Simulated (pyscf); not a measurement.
PySCF, gas phase, ωB97X-D3(BJ)/def2-SVP geometries.

Q: NH₃ + H₂N–Sn(NH₂)(NH₂)–OH → H₂N–Sn(NH₂)(NH₂)–NH₂ + H₂O
Surface: singlet. Broken: H–N, O–Sn. Formed: N–Sn, H–O. Give ΔE‡ and ΔE from M06-2X/def2-TZVP, relative to the separated reactants.

A: ΔE‡ = 6.5 kcal/mol, ΔE = +8.2 kcal/mol. ωB97M-D3(BJ)/def2-TZVP gives 9.0 kcal/mol and +8.0 kcal/mol. Zero-point energy shifts the barrier by 0.0 kcal/mol. It is a four-centre exchange, with an imaginary mode of 1008i cm⁻¹. On the reactant side the descent ends in an adduct with a N–Sn contact (not fully relaxed), 11.1 kcal/mol under the separated species and 18.8 kcal/mol under the saddle at ωB97X-D3(BJ)/def2-TZVP. On the product side the descent ends in a bound adduct (not fully relaxed), 10.8 kcal/mol under the separated species and 10.8 kcal/mol under the saddle at ωB97X-D3(BJ)/def2-TZVP. At M06-2X the saddle lies under the separated products, which points to a path from their complex (located at ωB97X-D3(BJ) alone), and parting the products costs more than the saddle. What is counted as formed (N–Sn) is already present as a longer contact in the reactant adduct; forming that adduct is a step of its own. One saddle was located; it need not be the lowest between these sides. Elements past Kr carry the def2 core potentials, without spin-orbit coupling.
